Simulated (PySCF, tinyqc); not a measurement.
Worked calculation: RHF in the sto-3g basis, for H2O, spin multiplicity 1. The lowest restricted solution is unstable here: a spin-polarised one lies 0.0010 hartree lower (PySCF). One step of it, computed by the program tinyqc.

Problem. Iteration 1: building the Fock matrix. J_ij = sum D_kl (ij|kl), K_ij = sum D_kl (ik|jl); F = H + J - 0.5 K; E = tr D H + tr D J / 2 - 0.25 tr D K + E_nn.

D at the start, order 1O 1s, 1O 2s, 1O 2px, 1O 2py, 1O 2pz, 2H 1s, 3H 1s:
```
[[2.080732, -0.344040, 0.000000, 0.000000, 0.063152, -0.117850, -0.117850],
 [-0.344040, 1.511489, 0.000000, 0.000000, -0.233273, 0.343956, 0.343956],
 [0.000000, 0.000000, 2.000000, 0.000000, 0.000000, 0.000000, 0.000000],
 [0.000000, 0.000000, 0.000000, 1.668935, 0.000000, 0.270524, -0.270524],
 [0.063152, -0.233273, 0.000000, 0.000000, 1.912860, 0.105471, 0.105471],
 [-0.117850, 0.343956, 0.000000, 0.270524, 0.105471, 0.136331, 0.048631],
 [-0.117850, 0.343956, 0.000000, -0.270524, 0.105471, 0.048631, 0.136331]]
```

core Hamiltonian H = T + V (hartree), order 1O 1s, 1O 2s, 1O 2px, 1O 2py, 1O 2pz, 2H 1s, 3H 1s:
```
[[-32.447689, -7.548131, 0.000000, 0.000000, -0.009440, -0.826382, -0.826382],
 [-7.548131, -9.074975, 0.000000, 0.000000, -0.117804, -2.110851, -2.110851],
 [0.000000, 0.000000, -7.240397, 0.000000, 0.000000, 0.000000, 0.000000],
 [0.000000, 0.000000, 0.000000, -7.328168, 0.000000, -1.380070, 1.380070],
 [-0.009440, -0.117804, 0.000000, 0.000000, -7.275855, -0.899787, -0.899787],
 [-0.826382, -2.110851, 0.000000, -1.380070, -0.899787, -4.007996, -0.523391],
 [-0.826382, -2.110851, 0.000000, 1.380070, -0.899787, -0.523391, -4.007996]]
```

Two-electron integrals (ij|kl) in chemists' order, unique and non-zero (hartree):
```
(11|11) 4.785065    (21|11) 0.741380    (21|21) 0.136873    (22|11) 1.118947
(22|21) 0.256633    (22|22) 0.817206    (31|31) 0.024477    (32|31) 0.037809
(32|32) 0.180518    (33|11) 1.115814    (33|21) 0.256684    (33|22) 0.817023
(33|33) 0.880159    (41|41) 0.024477    (42|41) 0.037809    (42|42) 0.180518
(43|43) 0.047444    (44|11) 1.115814    (44|21) 0.256684    (44|22) 0.817023
(44|33) 0.785270    (44|44) 0.880159    (51|51) 0.024477    (52|51) 0.037809
(52|52) 0.180518    (53|53) 0.047444    (54|54) 0.047444    (55|11) 1.115814
(55|21) 0.256684    (55|22) 0.817023    (55|33) 0.785270    (55|44) 0.785270
(55|55) 0.880159    (61|11) 0.081287    (61|21) 0.014899    (61|22) 0.027821
(61|33) 0.027769    (61|41) 0.000556    (61|42) 0.001054    (61|44) 0.027884
(61|51) 0.000353    (61|52) 0.000670    (61|54) 0.000073    (61|55) 0.027815
(61|61) 0.001641    (62|11) 0.227661    (62|21) 0.053002    (62|22) 0.190714
(62|33) 0.187295    (62|41) 0.003332    (62|42) 0.027129    (62|44) 0.194464
(62|51) 0.002118    (62|52) 0.017243    (62|54) 0.004557    (62|55) 0.190191
(62|61) 0.005893    (62|62) 0.058493    (63|31) 0.005166    (63|32) 0.031433
(63|43) 0.005410    (63|53) 0.003439    (63|63) 0.007730    (64|11) 0.149343
(64|21) 0.035181    (64|22) 0.135227    (64|33) 0.129339    (64|41) 0.007074
(64|42) 0.049281    (64|44) 0.144921    (64|51) 0.001212    (64|52) 0.011344
(64|54) 0.006465    (64|55) 0.131262    (64|61) 0.004055    (64|62) 0.050497
(64|64) 0.050863    (65|11) 0.094923    (65|21) 0.022361    (65|22) 0.085950
(65|33) 0.082208    (65|41) 0.001212    (65|42) 0.011344    (65|44) 0.085234
(65|51) 0.005937    (65|52) 0.038643    (65|54) 0.007334    (65|55) 0.090308
(65|61) 0.002577    (65|62) 0.032096    (65|64) 0.027416    (65|65) 0.025155
(66|11) 0.411693    (66|21) 0.097347    (66|22) 0.403883    (66|33) 0.389290
(66|41) 0.006893    (66|42) 0.079756    (66|44) 0.420156    (66|51) 0.004382
(66|52) 0.050693    (66|54) 0.019619    (66|55) 0.401760    (66|61) 0.010873
(66|62) 0.166906    (66|64) 0.164767    (66|65) 0.104726    (66|66) 0.774606
(71|11) 0.081287    (71|21) 0.014899    (71|22) 0.027821    (71|33) 0.027769
(71|41) -0.000556   (71|42) -0.001054   (71|44) 0.027884    (71|51) 0.000353
(71|52) 0.000670    (71|54) -0.000073   (71|55) 0.027815    (71|61) 0.001614
(71|62) 0.005688    (71|64) 0.003635    (71|65) 0.002492    (71|66) 0.010435
(71|71) 0.001641    (72|11) 0.227661    (72|21) 0.053002    (72|22) 0.190714
(72|33) 0.187295    (72|41) -0.003332   (72|42) -0.027129   (72|44) 0.194464
(72|51) 0.002118    (72|52) 0.017243    (72|54) -0.004557   (72|55) 0.190191
(72|61) 0.005688    (72|62) 0.044256    (72|64) 0.027031    (72|65) 0.023502
(72|66) 0.098687    (72|71) 0.005893    (72|72) 0.058493    (73|31) 0.005166
(73|32) 0.031433    (73|43) -0.005410   (73|53) 0.003439    (73|63) 0.005563
(73|73) 0.007730    (74|11) -0.149343   (74|21) -0.035181   (74|22) -0.135227
(74|33) -0.129339   (74|41) 0.007074    (74|42) 0.049281    (74|44) -0.144921
(74|51) -0.001212   (74|52) -0.011344   (74|54) 0.006465    (74|55) -0.131262
(74|61) -0.003635   (74|62) -0.027031   (74|64) -0.011448   (74|65) -0.014131
(74|66) -0.057357   (74|71) -0.004055   (74|72) -0.050497   (74|74) 0.050863
(75|11) 0.094923    (75|21) 0.022361    (75|22) 0.085950    (75|33) 0.082208
(75|41) -0.001212   (75|42) -0.011344   (75|44) 0.085234    (75|51) 0.005937
(75|52) 0.038643    (75|54) -0.007334   (75|55) 0.090308    (75|61) 0.002492
(75|62) 0.023502    (75|64) 0.014131    (75|65) 0.017860    (75|66) 0.056612
(75|71) 0.002577    (75|72) 0.032096    (75|74) -0.027416   (75|75) 0.025155
(76|11) 0.051668    (76|21) 0.012137    (76|22) 0.047384    (76|33) 0.046371
(76|44) 0.047423    (76|51) 0.000769    (76|52) 0.007490    (76|55) 0.048307
(76|61) 0.001332    (76|62) 0.014136    (76|64) 0.010746    (76|65) 0.008774
(76|66) 0.042109    (76|71) 0.001332    (76|72) 0.014136    (76|74) -0.010746
(76|75) 0.008774    (76|76) 0.004395    (77|11) 0.411693    (77|21) 0.097347
(77|22) 0.403883    (77|33) 0.389290    (77|41) -0.006893   (77|42) -0.079756
(77|44) 0.420156    (77|51) 0.004382    (77|52) 0.050693    (77|54) -0.019619
(77|55) 0.401760    (77|61) 0.010435    (77|62) 0.098687    (77|64) 0.057357
(77|65) 0.056612    (77|66) 0.246108    (77|71) 0.010873    (77|72) 0.166906
(77|74) -0.164767   (77|75) 0.104726    (77|76) 0.042109    (77|77) 0.774606
```

nuclear repulsion = 6.90605629 hartree

Give: Coulomb J; exchange K; Fock matrix F; total energy of this density.

Solution.

Coulomb J (hartree), order 1O 1s, 1O 2s, 1O 2px, 1O 2py, 1O 2pz, 2H 1s, 3H 1s:
```
[[17.9597, 3.4102, 0.0000, 0.0000, -0.0067, 0.3714, 0.3714],
 [3.4102, 8.4939, 0.0000, 0.0000, -0.0129, 1.9399, 1.9399],
 [0.0000, 0.0000, 8.4829, 0.0000, 0.0000, 0.0000, 0.0000],
 [0.0000, 0.0000, 0.0000, 8.4879, 0.0000, 1.3627, -1.3627],
 [-0.0067, -0.0129, 0.0000, 0.0000, 8.4877, 0.8656, 0.8656],
 [0.3714, 1.9399, 0.0000, 1.3627, 0.8656, 4.1005, 0.4777],
 [0.3714, 1.9399, 0.0000, -1.3627, 0.8656, 0.4777, 4.1005]]
```

exchange K (hartree), order 1O 1s, 1O 2s, 1O 2px, 1O 2py, 1O 2pz, 2H 1s, 3H 1s:
```
[[9.7734, 1.7130, 0.0000, 0.0000, 0.0055, 0.1915, 0.1915],
 [1.7130, 2.6453, 0.0000, 0.0000, -0.0810, 0.7343, 0.7343],
 [0.0000, 0.0000, 2.2788, 0.0000, 0.0000, 0.0000, 0.0000],
 [0.0000, 0.0000, 0.0000, 2.1891, 0.0000, 0.4783, -0.4783],
 [0.0055, -0.0810, 0.0000, 0.0000, 2.2605, 0.2825, 0.2825],
 [0.1915, 0.7343, 0.0000, 0.4783, 0.2825, 0.5608, 0.1689],
 [0.1915, 0.7343, 0.0000, -0.4783, 0.2825, 0.1689, 0.5608]]
```

Fock matrix F (hartree), order 1O 1s, 1O 2s, 1O 2px, 1O 2py, 1O 2pz, 2H 1s, 3H 1s:
```
[[-19.3747, -4.9944, 0.0000, 0.0000, -0.0189, -0.5507, -0.5507],
 [-4.9944, -1.9037, 0.0000, 0.0000, -0.0902, -0.5381, -0.5381],
 [0.0000, 0.0000, 0.1031, 0.0000, 0.0000, 0.0000, 0.0000],
 [0.0000, 0.0000, 0.0000, 0.0652, 0.0000, -0.2565, 0.2565],
 [-0.0189, -0.0902, 0.0000, 0.0000, 0.0816, -0.1754, -0.1754],
 [-0.5507, -0.5381, 0.0000, -0.2565, -0.1754, -0.1880, -0.1301],
 [-0.5507, -0.5381, 0.0000, 0.2565, -0.1754, -0.1301, -0.1880]]
```

total energy of this density = -74.235927 hartree
